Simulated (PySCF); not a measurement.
# NaSi+: bond curves at several levels of theory

An exercise on one series of results from a longer session: the logs are not shown, and one member is left open.

Method: Na pcseg-2, Si pcseg-2, no relativity; program: PySCF 2.14.0.

Set-up of the first run:

Settings of the job:

```yaml
atoms: Na, Si
charge: 1
basis: Na pcseg-2, Si pcseg-2
Hamiltonian: no relativity
basis_functions: 53
electrons_treated: 24
masses_in_u: 22.9898, 27.9769
levels: PBE0, PBE, r²SCAN, revPBE, M06-2X, B97-3, HF, MP2, SCS-MP2, CCSD, CCSD(T)
grid: 80 radial by 434 angular points
occupations: held fixed by the projection of orbital angular momentum
dissociation_limit: Na+ + Si, each in its ground configuration
starting_distance_in_angstrom: 2.790
values_of_2S_to_try: 0, 2
```

Launch:

```sh
> OMP_NUM_THREADS=1 python dia.py task.json out
```

Among the steps run: Input; First curve: PBE0; Excited determinants; PBE (GGA); r²SCAN; revPBE (GGA); M06-2X; B97-3; UHF (mean field); Correlated methods on the Hartree–Fock reference.

One of the session's tables, all rows but one given; the rest of the session is left out.

Energy (eV) from each level's lowest point:

| R (Å) | UHF | UHF-MP2 | UHF-SCS-MP2 | UHF-CCSD | UHF-CCSD(T) |
| --- | --- | --- | --- | --- | --- |
| 2.691 | 0.212 | 0.169 | 0.173 | n/a | n/a |
| 2.816 | 0.102 | 0.072 | 0.075 | 0.065 | 0.063 |
| 2.941 | 0.038 | 0.021 | 0.022 | 0.017 | 0.016 |
| 3.035 | 0.012 | 0.004 | 0.005 | 0.002 | 0.001 |
| 3.129 | 0.001 | 0.000 | 0.000 | 0.000 | 0.000 |
| 3.223 | 0.000 | 0.006 | 0.006 | 0.008 | 0.008 |
| 3.348 | ? | ? | ? | ? | ? |
| 3.505 | 0.039 | 0.060 | 0.058 | 0.066 | 0.068 |
| 3.692 | 0.081 | 0.109 | 0.106 | 0.117 | 0.119 |
| 3.942 | 0.141 | 0.173 | 0.170 | n/a | n/a |

**Question.** Estimate the row for R (Å) = 3.348.

Worked estimate for «UHF». A straight line through the neighbours (3.223, 0.000) and (3.505, 0.039) gives 0.000 + (0.039 − 0.000) × (3.348 − 3.223) / (3.505 − 3.223) = 0.017; a parabola fitted to 4 rows on both sides gives 0.013.

As computed: UHF: 0.012; UHF-MP2: 0.025; UHF-SCS-MP2: 0.024; UHF-CCSD: 0.029; UHF-CCSD(T): 0.030. In «UHF» the line misses by +0.005 and the parabola by +0.001.

State 3 has its PBE0 minimum 0.62 eV higher. The other levels ran on the lowest alone.
